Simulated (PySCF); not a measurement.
## Adding and removing an electron: S₂

UHF-CCSD(T); basis S def2-SVPD; no relativity; PySCF 2.14. Neutral (UHF): triplet (π ↑↑), Re = 1.934 Å, ωe = 687 cm⁻¹, De = 3.58 eV.

S₂⁻ (UHF): doublet (π ↑), Re = 2.058 Å, ωe = 531 cm⁻¹. The energies at the minima are -795.09766 hartree for S2 and -795.15325 for S₂⁻.

(1) Work out the adiabatic electron affinity, without and with harmonic zero-point energies (1 hartree = 27.2114 eV, 1 eV = 8065.5 cm⁻¹), and the change of the bond length.

Correlated steps freeze 10 core orbitals. Correlated levels converge slowly with the basis: in double zeta they bind strong bonds too weakly, by up to about 1 eV, and carry superposition errors of some tenths. States were picked by a PBE0 search and need not be the measured ground states.

Answers

(1) At UHF-CCSD(T): 0.05559 hartree = 1.513 eV between the minima; the zero-point term (687.0 − 531.0)/2 cm⁻¹ = +0.010 eV makes it 1.522 eV. Re changes by +12.4 pm against the neutral. The electron enters a π orbital, and the longer bond of the ion fits an antibonding orbital, or a change in how ionic the bond is.
